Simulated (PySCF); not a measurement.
# C6H6 (2,4-hexadiyne): levels of theory compared

We compute a comparison of 6 runs (B2PLYP/6-31G*, B3LYP/6-31G*, M06-L/6-31G*, TPSS/6-31G*, wB97X/6-31G*, SCS-MP2/6-31G*) of C6H6 (2,4-hexadiyne). The job is set up through a Python script.

The results are computed with PySCF 2.14.0.

1 further run of the same task is left out (set aside as unsound or not needed). Runs told in other sessions of the task aren't counted.

### Step 1. The structure to begin with

C6H6 has 12 atoms, charge 0, and is taken as a singlet. SMILES: `CC#CC#CC`. The C6–H10 distance was set to 1.963 Å, away from the relaxed value. At this shape a bond of the SMILES string is far longer than usual.

Bond lengths: C1–C2 1.443 Å, C2–C3 1.206 Å, C3–C4 1.359 Å, C4–C5 1.206 Å, C5–C6 1.443 Å, C1–H7 1.091 Å, C1–H8 1.091 Å, C1–H9 1.091 Å, C6–H11 1.091 Å, C6–H12 1.091 Å. Some angles: C1–C2–C3 179.9°, C2–C3–C4 179.8°, C3–C4–C5 180.0°, C4–C5–C6 180.0°, C2–C1–H7 110.1°, C2–C1–H8 110.1°, C2–C1–H9 110.2°, C5–C6–H11 110.1°, C5–C6–H12 110.1°, H7–C1–H8 108.8°.

### Step 2. A single-point energy at B2PLYP/6-31G(d) (spherical functions) (run 1)

File calc.py:

```python
from pyscf import gto, dft, mp

mol = gto.M(
    atom='''
C     -3.086692    -3.592519     5.195813
C     -2.455278    -2.120479     2.989218
C     -1.927798    -0.892346     1.142464
C     -1.334708     0.485699    -0.942868
C     -0.808155     1.707728    -2.793892
C     -0.178914     3.167655    -5.008897
H     -1.480066    -4.757081     5.753831
H     -4.690427    -4.822182     4.790429
H     -3.582291    -2.347737     6.761697
H      3.494179     3.642201    -5.221559
H     -1.084603     5.016620    -4.919834
H     -0.822649     2.192368    -6.706740
''',
    max_memory=1860,
    basis='6-31g*',
    verbose=3,
    unit='bohr',
    charge=0,
    spin=0,
)

mf = dft.RKS(mol)
mf.xc = '0.53*HF + 0.47*B88, 0.73*LYP'
mf.conv_tol = 1e-10
mf.grids.level = 5
mf.kernel()
if not mf.converged:
    mf = mf.newton().run(mf.mo_coeff, mf.mo_occ)

pt = mp.MP2(mf, frozen=6).run()
e_final = mf.e_tot + 0.27 * pt.e_corr
print('PT2 part  %.8f' % (0.27 * pt.e_corr))
print('Final energy', e_final)
```

Run with:

```bash
$ OMP_NUM_THREADS=1 python calc.py
```

The log of the run:

```text
<dir> SyntaxWarning: invalid escape sequence '\W'
  S = {(paw_set(r)[0], bool(re.search(r"spin_orbit\W+true|paw_fr", str((r.get("files") or {}).get("input") or "")) or re.search("(?i)spin.orbit\W+(value\W+)?(true|yes)|value\W+spin-orbit", json.dumps(r.get("inputs"), default=str)))) for r in records}
converged SCF energy = -231.476644559567
E(RMP2) = -232.437601516733  E_corr = -0.96095695716611
E(SCS-RMP2) = -232.41857595151  E_corr = -0.94193139194353
PT2 part  -0.25945838
Final energy -231.73610293800158
```

It took 37 s on 1 thread of Arm Neoverse V1, shared host; peak memory 0.49 GiB.

### Step 3. The energy at B3LYP/6-31G(d) (spherical functions) (run 2)

File input.xyz:

```xyz
12

C     -1.633407    -1.901079     2.749506
C     -1.299277    -1.122109     1.581826
C     -1.020147    -0.472209     0.604566
C     -0.706297     0.257021    -0.498944
C     -0.427657     0.903691    -1.478464
C     -0.094677     1.676251    -2.650594
H     -0.783217    -2.517339     3.044796
H     -2.482067    -2.551789     2.534986
H     -1.895667    -1.242369     3.578136
H      1.849040     1.927370    -2.763130
H     -0.573947     2.654681    -2.603464
H     -0.435327     1.160151    -3.549054
```

File run.py:

```python
from pyscf import gto, dft

mol = gto.Mole()
mol.atom = 'input.xyz'
mol.verbose = 4
mol.charge = 0
mol.max_memory = 1860
mol.basis = '6-31g*'
mol.spin = 0
mol.build()

ks = dft.RKS(mol, xc='b3lyp')
ks.grids.level = 5
ks.conv_tol = 1e-10
ks.kernel()
if not ks.converged:
    ks = ks.newton().run(ks.mo_coeff, ks.mo_occ)

e_tot = ks.e_tot
print('E(%s) = %.9f' % ('B3LYP', e_tot))
```

Run with:

```bash
$ OMP_NUM_THREADS=1 python run.py
```

The log of the run:

```text
<dir> SyntaxWarning: invalid escape sequence '\W'
  S = {(paw_set(r)[0], bool(re.search(r"spin_orbit\W+true|paw_fr", str((r.get("files") or {}).get("input") or "")) or re.search("(?i)spin.orbit\W+(value\W+)?(true|yes)|value\W+spin-orbit", json.dumps(r.get("inputs"), default=str)))) for r in records}

PySCF version 2.14.0

[... 86 lines left out ...]
converged SCF energy = -232.013564415394
E(B3LYP) = -232.013564415
```

Run time: 37 s. Hardware: 1 thread of Arm Neoverse V1, shared host; peak memory 0.49 GiB.

Runs 3 to 5 aren't shown in full; the table further down has their settings and results.

### Step 4. The energy at SCS-MP2/6-31G(d) (spherical functions) (run 6)

File job.py:

```python
from pyscf import gto, mp

system = gto.M(
    atom=[
    ('C', (-1.633407, -1.901079, 2.749506)),
    ('C', (-1.299277, -1.122109, 1.581826)),
    ('C', (-1.020147, -0.472209, 0.604566)),
    ('C', (-0.706297, 0.257021, -0.498944)),
    ('C', (-0.427657, 0.903691, -1.478464)),
    ('C', (-0.094677, 1.676251, -2.650594)),
    ('H', (-0.783217, -2.517339, 3.044796)),
    ('H', (-2.482067, -2.551789, 2.534986)),
    ('H', (-1.895667, -1.242369, 3.578136)),
    ('H', (1.849040, 1.927370, -2.763130)),
    ('H', (-0.573947, 2.654681, -2.603464)),
    ('H', (-0.435327, 1.160151, -3.549054)),
],
    verbose=3,
    max_memory=1860,
    basis='6-31g*',
)

calc0 = system.RHF()
calc0.conv_tol = 1e-10
calc0.kernel()
if not calc0.converged:
    calc0 = calc0.newton().run(calc0.mo_coeff, calc0.mo_occ)

pt = mp.MP2(calc0, frozen=6).run()
e_tot = calc0.e_tot + 1.2 * pt.e_corr_os + pt.e_corr_ss / 3
print('Final energy', e_tot)
```

Run with:

```bash
$ OMP_NUM_THREADS=1 python job.py
```

The log of the run:

```text
<dir> SyntaxWarning: invalid escape sequence '\W'
  S = {(paw_set(r)[0], bool(re.search(r"spin_orbit\W+true|paw_fr", str((r.get("files") or {}).get("input") or "")) or re.search("(?i)spin.orbit\W+(value\W+)?(true|yes)|value\W+spin-orbit", json.dumps(r.get("inputs"), default=str)))) for r in records}
converged SCF energy = -230.44608160133
E(RMP2) = -231.207735600028  E_corr = -0.761653998697754
E(SCS-RMP2) = -231.193684373819  E_corr = -0.747602772488503
Final energy -231.19368437381863
```

Run time: 3.3 s. Hardware: 1 thread of Arm Neoverse V1, shared host; peak memory 0.25 GiB.

### Step 5. The series

```csv
run,level,frozen core orbitals,integration grid,energy (Eh),dipole moment (D) of the reference,HOMO energy (eV),LUMO energy (eV),wall time
1,B2PLYP/6-31G* (spherical functions),6,5,-231.736103,1.66,-7.21,-0.76,37 s
2,B3LYP/6-31G* (spherical functions),–,5,-232.013564,1.83,-6.22,-2.20,37 s
3,M06-L/6-31G* (spherical functions),–,5,-231.979991,1.96,-5.71,-2.76,80 s
4,TPSS/6-31G* (spherical functions),–,5,-232.060750,2.07,-5.54,-2.72,83 s
5,wB97X/6-31G* (spherical functions),–,5,-231.923973,1.48,-8.55,-0.02,51 s
6,SCS-MP2/6-31G* (spherical functions),6,–,-231.193684,1.64,-8.66,1.43,3.3 s
```

### Step 6. What came out

```
                                          quantity          value
                               run 6: total energy  -231.19368 Eh
       run 6: dipole moment (Hartree–Fock density)         1.64 D
        run 6: HOMO energy (Hartree–Fock orbitals)       -8.66 eV
        run 6: LUMO energy (Hartree–Fock orbitals)        1.43 eV
      run 6: HOMO–LUMO gap (Hartree–Fock orbitals)       10.10 eV
run 6: correlation energy (6 core orbitals frozen)     -747.6 mEh
```

**Reading.** Over runs 1, 2, 3, 4, 5 the dipole moment (its size) runs from 1.48 D (wB97X/6-31G*) to 2.07 D (TPSS/6-31G*). Over runs 1, 2, 3, 4, 5 the HOMO–LUMO gap runs from 2.82 eV (TPSS/6-31G*) to 8.53 eV (wB97X/6-31G*). Totals of different functionals can't be ranked against each other. In all runs a closed-shell determinant meets a far-stretched bond; if it breaks into open shells, such a determinant describes it badly, and no broken-symmetry solution was shown. All runs together took 4.8 min, the longest 83 s.
